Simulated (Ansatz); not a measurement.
**AlCN (triplet): the correlation ladder, cc-pVDZ**

Aim: climb from Hartree-Fock through coupled cluster for AlCN (triplet) at one geometry and basis, and see what each rung misses.

Method: cc-pVDZ, core rule «outside noble gas», up to 7 orbitals frozen; program: Ansatz 0.2.0, Gaussian basis.

To be run: UHF; CCSD(T) on ROHF; CCSD(T) on UHF; BCCD(T) on ROHF; CISD as a restricted active space (open shells left free, so some higher excitations enter); CCSDT(Q) on ROHF; CCSDT(Q) on UHF.

27 further runs of the same task are left out: 12 for a known fault of the program, 4 that didn't finish, 11 set aside as unsound or not needed. Runs told in other sessions of the task aren't counted.

## Step 1: What is computed

The geometry is a PBE0/def2-TZVP stationary point (not a proven minimum).

3 atoms, charge 0, spin multiplicity 3.

Atoms are counted from 1 here; the program's logs count them from 0.

Bond lengths: Al1–N2 1.793 Å, N2–C3 1.178 Å. Angles: Al1–N2–C3 180.0°.

As a file:

```xyz
3
charge 0, multiplicity 3
Al    0.00000    0.00000    1.58767
N     0.00000    0.00000   -0.20493
C     0.00000    0.00000   -1.38273
```

## Step 2: UHF

File in.yaml:

```yaml
crystal:
  periodic: [false, false, false]
  atoms:
    - {symbol: Al, position_ang: [0.000000, 0.000000, 1.587667]}
    - {symbol: N, position_ang: [0.000000, 0.000000, -0.204933]}
    - {symbol: C, position_ang: [0.000000, 0.000000, -1.382733]}
basis:
  gaussian: {orbitals: cc-pVDZ}
magnetization: {spin_polarized: true, initial_magnetization: 2}
hamiltonian: {xc: hf}
output: {orbitals: {seedname: orbitals}}
```

The run is started by

```sh
$ ansatz run in.yaml --threads 1 --pin off --events-out ev --progress --plain --max-ram 2393MiB
```

After this run come: CCSD(T) on ROHF; CCSD(T) on UHF; BCCD(T) on ROHF; CISD as a restricted active space (open shells left free, so some higher excitations enter); CCSDT(Q) on ROHF; CCSDT(Q) on UHF.

**Question.** What will the summary of the whole plan be? Wanted: UCCSDT(Q) from the RHF energy; RMP2 from UCCSDT(Q); UMP2 from UCCSDT(Q); RCCSD from UCCSDT(Q); RCCSD(T) from UCCSDT(Q); UCCSD(T) from UCCSDT(Q); RCCSDT(Q) from UCCSDT(Q); T1 diagnostic.

The runs gave:

| quantity | value |
| --- | --- |
| UCCSDT(Q) from the ROHF energy | -8.4713 eV |
| RMP2 from UCCSDT(Q) | +18.45 kcal/mol |
| UMP2 from UCCSDT(Q) | +18.46 kcal/mol |
| RCCSD from UCCSDT(Q) | +9.62 kcal/mol |
| RCCSD(T) from UCCSDT(Q) | +1.29 kcal/mol |
| UCCSD(T) from UCCSDT(Q) | +1.27 kcal/mol |
| RCCSDT(Q) from UCCSDT(Q) | +0.09 kcal/mol |
| levels within 1 kcal/mol (43 meV) | RCCSDT, UCCSDT, RCCSDT(Q) |
| T1 diagnostic | 0.024 |

What this shows: RCCSD(T) misses by +1.29 kcal/mol, 0.7 % of the correlation energy. These misses are within one basis, not against nature; the frozen cores of restricted and unrestricted runs differ, which can shift their rows.

With open shells the CI space here admits some higher excitations, so it is larger than plain CISD.
